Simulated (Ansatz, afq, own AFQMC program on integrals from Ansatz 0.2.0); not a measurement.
**CH4 + S, triplet: a scan with AFQMC**

```yaml
atoms:
  - { symbol: C, position_ang: [-1.8863, 0.0000, 0.0000] }
  - { symbol: H, position_ang: [-2.2495, 1.0273, 0.0000] }
  - { symbol: H, position_ang: [-2.2495, -0.5137, 0.8897] }
  - { symbol: H, position_ang: [-2.2495, -0.5137, -0.8897] }
  - { symbol: H, position_ang: [-0.7967, 0.0000, 0.0000] }
  - { symbol: S, position_ang: [0.9437, 0.0000, 0.0000] }
```

A hydrogen atom is moved from one rigid fragment to the other; the C1–H5 distance tells how far. The two fragments are held close together, so this isn't a minimum-energy path and the start is a compressed complex. Energies in eV count from this geometry (1.090 Å) at the same level; the start stands on UHF, each point on the determinant named.

Basis cc-pVTZ. Noble-gas cores (and the filled d shells of Ga–Kr and In–Xe) are frozen. Ansatz 0.2.0 and our own AFQMC program on the same integrals; the CISD trial comes from CCSD amplitudes, and released means the phaseless constraint is let go. Uncertainties: one standard error, sampling alone.

Cautions, each for one point or more: lower spins were not checked; the ph-AFQMC/CISD walk drifts between its halves.

```tsv
r(C1–H5) / Å	det.	T1	weight	⟨S²⟩	CCSD(T)	ph-AFQMC/CISD	CCSD	r2SCAN
1.193	UHF	0.012	0.86	2.03	0.185	0.197 ± 0.009	0.202	0.094
1.244	UHF	0.012	0.86	2.03	0.325	0.332 ± 0.007	0.350	0.191
1.296	UHF	0.014	0.86	2.04	0.476	0.479 ± 0.008	0.506	0.302
1.347	UHF†	0.015	0.86	2.04	0.618	0.612 ± 0.008	0.649	0.415
1.450	UHF†	0.015	0.86	2.04	0.875	0.873 ± 0.008	0.897	0.650
```

Weight is that of the determinant in the CISD state; at the start T1 is 0.011 and the weight 0.86, and ⟨S²⟩ is 2.02. A dagger marks points whose determinant fills other symmetries than the start's, so the wave-function levels may follow another state there, or a degenerate partner. Largest departures from phaseless AFQMC with a CISD trial: CCSD(T) -0.012 eV at 1.193 (on UHF) (within the noise), CCSD 0.037 eV at 1.347 (on UHF), r2SCAN -0.176 eV at 1.296. The walk's constraint bias lies outside its error bars, so these are departures and not errors. Functionals count only at points shown to share the start's state and spin.

Some points may be missing: those where a free walk finds a much lower state, and past Zn most of those on another determinant than at the start.

A walk keeps the symmetry of its determinant, which the program's search chose and which needn't be the lowest solution, so a lower state of the same spin and another symmetry isn't excluded.
